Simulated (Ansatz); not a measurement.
# BH₄ (doublet): the correlation ladder at distance H1–H2 along a hydrogen transfer = 0.817 Å, cc-pVDZ

How much of the correlation energy of BH₄ (doublet) does each wave-function method recover here?

Method: cc-pVDZ, core rule «outside noble gas», up to 1 orbitals frozen; program: Ansatz 0.2.0, Gaussian basis.

The runs, in order: UHF; CCSD(T) on ROHF; CCSD(T) on UHF; BCCD(T) on ROHF; CISD; CCSDT(Q) on ROHF; CCSDT(Q) on UHF; CCSDTQ on ROHF; CCSDTQ on UHF; CASSCF and MRCISD+Q, 3 electrons in 3 orbitals; CASSCF and NEVPT2, 3 electrons in 3 orbitals; CASSCF and MRCISD+Q, 7 electrons in 8 orbitals; CASSCF and NEVPT2, 7 electrons in 8 orbitals; Full CI.

2 further runs of the same task are left out: 2 for a known fault of the program.

## (1) The geometry

The geometry derives from fragments relaxed apart (PBE0/def2-TZVP) and kept rigid, so it is no stationary point. A hydrogen atom is moved between rigid fragments.

5 atoms, charge 0, spin multiplicity 2.

Atoms are counted from 1 here; the program's logs count them from 0.

Bond lengths: H1–H2 0.817 Å, B3–H4 1.191 Å, B3–H5 1.191 Å. Angles: H4–B3–H5 129.4°.

## (2) UHF

The input, in.yaml:

```yaml
crystal:
  periodic: [false, false, false]
  atoms:
    - {symbol: H, position_ang: [-2.216811, 0.000000, 0.000000]}
    - {symbol: H, position_ang: [-1.399811, 0.000000, 0.000000]}
    - {symbol: B, position_ang: [0.204189, 0.000000, 0.000000]}
    - {symbol: H, position_ang: [0.713262, 0.000000, 1.077008]}
    - {symbol: H, position_ang: [0.713262, 0.000000, -1.077008]}
basis:
  gaussian: {orbitals: cc-pVDZ}
magnetization: {spin_polarized: true, initial_magnetization: 1}
hamiltonian: {xc: hf}
output: {orbitals: {seedname: orbitals}}
```

Launch:

```
$ ansatz run in.yaml --threads 1 --pin off --events-out ev --progress --plain --max-ram 4096MiB --backend cpu
```

The runs that follow: CCSD(T) on ROHF; CCSD(T) on UHF; BCCD(T) on ROHF; CISD; CCSDT(Q) on ROHF; CCSDT(Q) on UHF; CCSDTQ on ROHF; CCSDTQ on UHF; CASSCF and MRCISD+Q, 3 electrons in 3 orbitals; CASSCF and NEVPT2, 3 electrons in 3 orbitals; CASSCF and MRCISD+Q, 7 electrons in 8 orbitals; CASSCF and NEVPT2, 7 electrons in 8 orbitals; Full CI.

Q: Predict the results of all the runs planned. Wanted: FCI below the RHF energy; RMP2 from FCI; UMP2 from FCI; RCCSD from FCI; RCCSD(T) from FCI; UCCSD(T) from FCI; RCCSDT(Q) from FCI; UCCSDT(Q) from FCI; NEVPT2 pair from FCI.

The runs gave:

| quantity | value |
| --- | --- |
| FCI below the RHF energy | -3.7440 eV |
| RMP2 from FCI | +82.8 kJ/mol |
| UMP2 from FCI | +82.8 kJ/mol |
| RCCSD from FCI | +6.6 kJ/mol |
| RCCSD(T) from FCI | +1.5 kJ/mol |
| UCCSD(T) from FCI | +1.5 kJ/mol |
| RCCSDT(Q) from FCI | 0.0 kJ/mol |
| UCCSDT(Q) from FCI | 0.0 kJ/mol |
| NEVPT2 pair from FCI | +76.1 kJ/mol |
| NEVPT2 valence from FCI | +59.7 kJ/mol |
| MRCISD+Q valence from FCI | +0.4 kJ/mol |
| levels within 1 kcal/mol (43 meV) | RCCSD(T), UCCSD(T), BCCD(T), RCCSDT, UCCSDT, RCCSDT(Q), UCCSDT(Q), RCCSDTQ, UCCSDTQ, MRCISD+Q valence |
| T1 diagnostic | 0.022 |
| effectively unpaired electrons | 1.03 |

**Reading.** RCCSD(T) lands +1.5 kJ/mol from the yardstick (0.4 % of the correlation energy). One determinant dominates. Of the multireference levels listed MRCISD+Q valence comes nearest in total energy (+0.4 kJ/mol), which doesn't show that its space is the better one. These misses are within one basis, not against nature; the frozen cores of restricted and unrestricted runs differ, which can shift their rows.
